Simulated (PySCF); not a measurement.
Level sweep

Compound: C2H3F.
Atom-mapped SMILES: `[CH2:1]=[CH:2][F:3]` (hydrogens: H4, H5 on C1; H6 on C2)

Geometry (PBE0-D3(BJ)/def2-SVP, Å), atoms numbered from 1 in this order:
```xyz
6
C2H3F angstrom
C     -0.6782   -0.1325    0.0775
C      0.6078    0.1492   -0.0795
F      1.5229   -0.7793   -0.3387
H     -1.0457   -1.1581    0.0007
H     -1.3843    0.6715    0.2861
H      1.0406    1.1531   -0.0154
```

PySCF, dipoles from the SCF density, polarisabilities from static response with core orbitals frozen. Geometry: PBE0-D3(BJ)/def2-SVP; no solvent, vibrations or thermal averaging.

Reference dipole: 1.430 D (measured, gas; NIST CCCBDB Release 22 (SRD 101), experimental dipoles). The anisotropy is √(½[(α1 − α2)² + (α2 − α3)² + (α3 − α1)²]).

```csv
level,μ (D),error (%),α (au),anisotropy (au)
LDA/def2-SVPD,1.274,-10.9,28.22,13.08
PBE/def2-SVPD,1.221,-14.6,28.00,13.19
B3LYP/def2-SVPD,1.351,-5.5,27.49,13.13
PBE0/def2-SVPD,1.339,-6.3,27.20,12.90
BHandHLYP/def2-SVPD,1.470,+2.8,26.81,13.06
CAM-B3LYP/def2-SVPD,1.406,-1.7,27.29,13.20
wB97X-D/def2-SVPD,1.363,-4.7,27.38,12.72
LC-wPBE/def2-SVPD,1.392,-2.7,26.83,13.13
HF/def2-SVPD,1.556,+8.8,26.50,13.30
PBE0/6-31G*,1.175,-17.8,20.48,18.26
PBE0/def2-SVP,1.256,-12.2,21.40,17.09
PBE0/6-31+G*,1.421,-0.6,24.87,14.87
PBE0/aug-cc-pVDZ,1.295,-9.5,27.92,12.66
PBE0/def2-TZVP,1.284,-10.2,25.35,14.65
PBE0/def2-TZVPD,1.283,-10.3,28.11,12.54
PBE0/aug-cc-pVTZ,1.283,-10.3,28.27,12.45
```

For the dipole, the smallest error is 0.6% (PBE0/6-31+G*) and the largest 17.8% (PBE0/6-31G*). The dipole runs from 1.18 D (PBE0/6-31G*) to 1.56 D (HF/def2-SVPD). No reference polarisability is at hand; against PBE0 in the largest diffuse basis at hand (aug-cc-pVTZ) the other PBE0 rows deviate by 6-31G* -28%, def2-SVP -24%, 6-31+G* -12%, def2-SVPD -4%, aug-cc-pVDZ -1%, def2-TZVP -10%, def2-TZVPD -1%. In one basis (def2-SVPD) the functionals order the polarisability from HF (lowest) to LDA (highest), a spread of 6%. With PBE0 the polarisability is 22.41 au without diffuse functions (mean of 6-31G*, def2-SVP and def2-TZVP) and 27.27 au with them (mean of 6-31+G*, def2-SVPD, aug-cc-pVDZ, def2-TZVPD and aug-cc-pVTZ). Measured values can belong to vibrating molecules; the computed ones are for one fixed geometry.
